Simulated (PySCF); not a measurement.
# S₃: structure of the singlet

Where does singlet S₃ go from a equilateral triangle start, is the end point a minimum, and what are its modes, charges and moments?

Method: PBE0, basis S def2-TZVP, no relativity, density fitting; program: PySCF 2.14.0.

## Step 1: Starting geometry

3 atoms, charge 0, spin multiplicity 1.

Bond lengths: S1–S2 2.060 Å, S1–S3 2.060 Å, S2–S3 2.060 Å. Angles: S2–S1–S3 60.0°, S1–S2–S3 60.0°, S1–S3–S2 60.0°.

```xyz
3
charge 0 multiplicity 1
S     0.5947   -1.0300    0.0000
S    -1.1893    0.0000    0.0000
S     0.5947    1.0300    0.0000
```

## Step 2: The SCF at the typed geometry

The steps below are one call of a driver around PySCF. For each, scf.py gives the equivalent set-up of the SCF; relaxations use the driver's own optimiser. After this first run the driver tries any further starts and a stability analysis.

The input, scf.py:

```python
from pyscf import gto, scf, dft
mol = gto.M(atom='''
S      0.594670    -1.029990     0.000000
S     -1.189340    -0.000000     0.000000
S      0.594670     1.030000     0.000000''',
    basis={'S': 'def2-TZVP'},
    charge=0, spin=0)
mf = dft.RKS(mol, xc='PBE0')
mf.grids.atom_grid = (50, 194)
aux = {'S': 'def2-universal-JKFIT'}
mf = mf.density_fit(auxbasis=aux)
mf.conv_tol = 1e-08
mf.diis_space = 10
mf.max_cycle = 60
mf.init_guess = 'minao'
mf.verbose = 4
mf.kernel()
```

Command:

```
OMP_NUM_THREADS=2 python axn.py task.json out
```

The log of the run:

```text
init E= -1194.65635079079
  HOMO = -0.243253653712922  LUMO = -0.124690947237212  gap/eV = 3.22626
cycle= 1 E= -1194.17465948215  delta_E= 0.482  |g|= 0.169  |ddm|= 1.97
  HOMO = -0.250303763537424  LUMO = -0.0932356188799872  gap/eV = 4.27404
cycle= 2 E= -1194.17840960709  delta_E= -0.00375  |g|= 0.0582  |ddm|= 0.101
  HOMO = -0.245724259533346  LUMO = -0.0864829359176191  gap/eV = 4.33318
cycle= 3 E= -1194.17870613889  delta_E= -0.000297  |g|= 0.0233  |ddm|= 0.0554
  HOMO = -0.24885230395009  LUMO = -0.0884450255438054  gap/eV = 4.36490
cycle= 4 E= -1194.17884259728  delta_E= -0.000136  |g|= 0.00422  |ddm|= 0.0205
  HOMO = -0.248821752357839  LUMO = -0.0884158508296977  gap/eV = 4.36487
cycle= 5 E= -1194.17884675798  delta_E= -4.16e-06  |g|= 0.000345  |ddm|= 0.00339
  HOMO = -0.248760006885015  LUMO = -0.088352589518891  gap/eV = 4.36491
cycle= 6 E= -1194.17884679443  delta_E= -3.65e-08  |g|= 2.86e-05  |ddm|= 0.000598
  HOMO = -0.248766099653241  LUMO = -0.0883588206719317  gap/eV = 4.36490
cycle= 7 E= -1194.17884679486  delta_E= -4.29e-10  |g|= 1.06e-05  |ddm|= 6.87e-05
  HOMO = -0.24876377203785  LUMO = -0.0883566238080995  gap/eV = 4.36490
Extra cycle  E= -1194.17884679482  delta_E= 4e-11  |g|= 1.67e-05  |ddm|= 2.48e-05
converged SCF energy = -1194.17884679482
```

This step, with its further starts and checks, needed 8 s of wall time on 2 threads of Arm Neoverse V2, shared host.

Energies from each starting density:

```csv
start,energy (Eh)
the minimal-basis guess,-1194.178847
a thermally smeared density,-1194.178847
a smeared PBE density,-1194.178847
```

No lower closed-shell solution turned up from the other starts or in the test of internal stability.

## Step 3: Equilateral triangle start, singlet: relaxation

The program finds D3h symmetry in the start, which this walk keeps.

Changes to scf.py since step 2:

```diff
@@ -3,3 +3,3 @@
-S      0.594670    -1.029990     0.000000
-S     -1.189340    -0.000000     0.000000
-S      0.594670     1.030000     0.000000''',
+S      0.594670    -1.029996     0.000000
+S     -1.189338    -0.000002     0.000000
+S      0.594668     1.029998     0.000000''',
@@ -15 +14,0 @@
-mf.init_guess = 'minao'
```

Energy and gradient, step by step:

| step | energy (Eh) | change (kJ/mol) | largest symmetric gradient (Eh/bohr) |
| --- | --- | --- | --- |
| 0 | -1194.178847 | 0.00 | 0.00199 |
| 1 | -1194.178859 | -0.03 | 0.00021 |
| 2 | -1194.178859 | -0.03 | 0.00000 |

The walk took 3.7 s.

Geometry (Å) and forces (eV/Å) at some steps:

```
step 0
S    0.595  -1.030   0.000   0.051  -0.088   0.000
S   -1.189   0.000   0.000  -0.103   0.000   0.000
S    0.595   1.030   0.000   0.051   0.088   0.000
step 1
S    0.596  -1.032   0.000   0.006  -0.008   0.000
S   -1.191   0.000   0.000  -0.012   0.000   0.000
S    0.596   1.032   0.000   0.006   0.008   0.000
step 2
S    0.596  -1.032   0.000   0.000   0.001   0.000
S   -1.191   0.000   0.000  -0.001   0.000   0.000
S    0.596   1.032   0.000   0.000  -0.001   0.000
```

It settles in D3h symmetry, 0.0 kJ/mol below the start, after 2 steps: S–S 2.064 Å (×3); S–S–S 60.0° (×3).

## Step 4: Vibrations and properties at this point

On the finer grid the gradient is checked again; gradients at displacements of ±0.02 bohr then give force constants and infrared intensities.

Changes to scf.py since step 3:

```diff
@@ -3,3 +3,3 @@
-S      0.594670    -1.029996     0.000000
-S     -1.189338    -0.000002     0.000000
-S      0.594668     1.029998     0.000000''',
+S      0.595726    -1.031824     0.000000
+S     -1.191448    -0.000002     0.000000
+S      0.595723     1.031825     0.000000''',
@@ -9 +9 @@
-mf.grids.atom_grid = (50, 194)
+mf.grids.atom_grid = (75, 302)
@@ -12 +12 @@
-mf.conv_tol = 1e-08
+mf.conv_tol = 1e-10
```

This SCF starts from the last density.

SCF at the final geometry:

```text
init E= -1194.17889517245
  HOMO = -0.248964500783112  LUMO = -0.0891204551880023  gap/eV = 4.34958
cycle= 1 E= -1194.17889517242  delta_E= 3.05e-11  |g|= 1.23e-05  |ddm|= 1.59e-05
  HOMO = -0.248964397550806  LUMO = -0.0891206715190762  gap/eV = 4.34957
cycle= 2 E= -1194.17889517231  delta_E= 1.16e-10  |g|= 2.26e-05  |ddm|= 2.94e-05
  HOMO = -0.248965330702347  LUMO = -0.0891205835023676  gap/eV = 4.34960
cycle= 3 E= -1194.17889517246  delta_E= -1.59e-10  |g|= 4.05e-07  |ddm|= 1.91e-05
  HOMO = -0.24896529825331  LUMO = -0.0891205564757698  gap/eV = 4.34960
cycle= 4 E= -1194.17889517246  delta_E= 3.18e-12  |g|= 9.75e-09  |ddm|= 3.1e-07
  HOMO = -0.248965298939948  LUMO = -0.0891205561964767  gap/eV = 4.34960
Extra cycle  E= -1194.17889517247  delta_E= -5.46e-12  |g|= 7.99e-09  |ddm|= 1.32e-08
converged SCF energy = -1194.17889517247
```

The whole step took 15 s.

Geometry: D3h; S–S 2.064 Å (×3); S–S–S 60.0° (×3).

Modes, for the most abundant isotopes:

| symmetry | ω (cm⁻¹) | IR (km/mol) | μ (u) |
| --- | --- | --- | --- |
| e' | 491 | 0.7 | 31.97 |
| a1' | 640 | 0.0 | 31.97 |

No imaginary mode, so this is a minimum.

Constants and moments:

- Dipole moment: 0.00 D
- Highest occupied level: -6.77 eV
- Lowest empty level: -2.43 eV
- Rotational constants: 0.2476, 0.2476, 0.1238 cm⁻¹
- Zero-point energy: 9.7 kJ/mol
- Principal polarisabilities: 30.1, 55.9, 55.9 bohr³
- Atomisation energy without zero-point energy: 677 kJ/mol
- Principal traceless quadrupole moments about the centre of mass: -6.41, 3.20, 3.20 D Å
- Entropy at 298.15 K and 1 bar: 262.2 J/(mol K)
- Heat capacity Cp at 298.15 K: 47.8 J/(mol K)
- Enthalpy at 298.15 K above 0 K: 11.49 kJ/mol
- Rotational symmetry number: 6

Populations by atom (charges in e):

| atom | Mulliken | Löwdin | polar tensor | Mayer order to S1 |
| --- | --- | --- | --- | --- |
| S1 | 0.00 | 0.00 | 0.00 | – |
| S2,3 | 0.00 | 0.00 | 0.00 | 1.11 |

Outer orbital energies (eV). occupied: -18.36, -18.36, -11.92, -11.07, -10.54, -10.54, -6.77, -6.77; empty: -2.43, -1.46, -1.46, 3.81.

Mulliken populations on S1: s 5.89, p 9.92, d 0.17, f 0.02.

## Step 5: Would spin polarisation lower it?

At the lowest minimum the closed shell is tested against spin polarisation, on the (50, 194) grid. It is stable.

## Step 6: Results

| quantity | value |
| --- | --- |
| minimum | singlet, D3h |
| geometry | S–S 2.064 Å (×3); S–S–S 60.0° (×3) |
| wavenumbers (cm⁻¹) | 491 (e'), 640 (a1') |
| dipole moment | 0.00 D |
| highest occupied, lowest empty level | -6.77, -2.43 eV |
| polar-tensor charge of S1 | +0.00 e |
| zero-point energy | 9.7 kJ/mol |
| entropy at 298.15 K | 262.2 J/(mol K) |
| atomisation energy (no zero-point energy) | 677 kJ/mol |

**Reading.** The molecule stays D3h, as typed, and the end point is a minimum. Only this shape and spin were tried, so other structures or states may lie lower.

The search up to here needed 30 s of wall time on 2 threads of Arm Neoverse V2, shared host.
